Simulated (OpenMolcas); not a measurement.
CClF3: a scaling law for S12g

The species is CClF3 (5 atoms), meant as a singlet with charge 0. As SMILES, `FC(F)(F)Cl`. The coordinates come from a PBE0-D4/def2-TZVP relaxation.

S12g, gradient, OpenMolcas 26.06, on 1 thread of Arm Neoverse V2, shared host. N is the number of basis functions, t the processor time.

| basis | N | t (s) | ln N | ln t |
| --- | --- | --- | --- | --- |
| 3-21G | 49 | 3.3 | 3.892 | 1.194 |
| 6-31G(d) | 74 | 7.2 | 4.304 | 1.974 |
| 6-311G(d,p) | 98 | 11 | 4.585 | 2.398 |
| 6-311++G(d,p) | 118 | 19 | 4.771 | 2.944 |
| 6-311++G(2d,2p) | 143 | ? | 4.963 | ? |

Task: Fit t = C·Nᵖ to the known rows and estimate the time in 6-311++G(2d,2p).

Result: 
1. Means of the 4 rows: ln N = 4.38800, ln t = 2.1275.
2. Σ(Δln N)² = 0.43857, Σ(Δln N·Δln t) = 0.84192, so the slope is 0.84192/0.43857 = 1.9197.
3. Intercept: 2.1275 − (1.9197) × 4.38800 = -6.2961. The largest residual of the fit is 0.108.
4. ln t = -6.2961 + 1.9197 × 4.963, so t ≈ 25 s.

The run took 34 s, so the estimate is too short by a factor of about 1.4. The fitted power is 1.9, with the electron count fixed. Fixed start-up costs flatten the line at the short runs, so it runs low for the long one.
